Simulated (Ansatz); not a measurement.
Process, species as SMILES: [C]1=CC1 → [C-]1=CC1 (an electron is taken up)
B3LYP-D3(BJ)/def2-TZVP geometries, fixed; electronic energies without zero-point terms; positive where energy is released.

Basis-set convergence of the adiabatic electron affinity at B3LYP with Ansatz (a quantum-chemistry and plane-wave program). All functions are spherical. The program fits the integrals of some runs and decomposes those of others, by size. Open shells are unrestricted. No added dispersion term, no relativity. Functions are those of the species that has most. Reference: the value in aug-pcseg-3, 1.541 eV, itself unsure by roughly 0.009 eV (its mean distance from aug-cc-pVQZ, def2-QZVPPD). Deviations are taken from unrounded values.

```csv
basis,functions
pcseg-0,33
pcseg-1,57
aug-pcseg-1,96
pcseg-2,132
aug-pcseg-2,207
pcseg-3,279
aug-pcseg-3,402
```

**Question.** Which is the smallest pcseg set listed that can be trusted to 0.1 eV here, that is, within that of the reference together with its larger relatives (same family, alike in diffuse functions; a set with none to test it counts only in the reference's own line)?

**Answer.** The smallest set listed that lies within 0.1 eV of the reference with all its larger relatives (same family, alike in diffuse functions; a set with none counts only in the reference's own line) is aug-pcseg-1 (96 functions, 0.047 eV off). Value minus reference: pcseg-0 -0.296, pcseg-1 -0.272, aug-pcseg-1 0.047, pcseg-2 -0.070, aug-pcseg-2 0.003, pcseg-3 -0.012, aug-pcseg-3 0.000 eV.
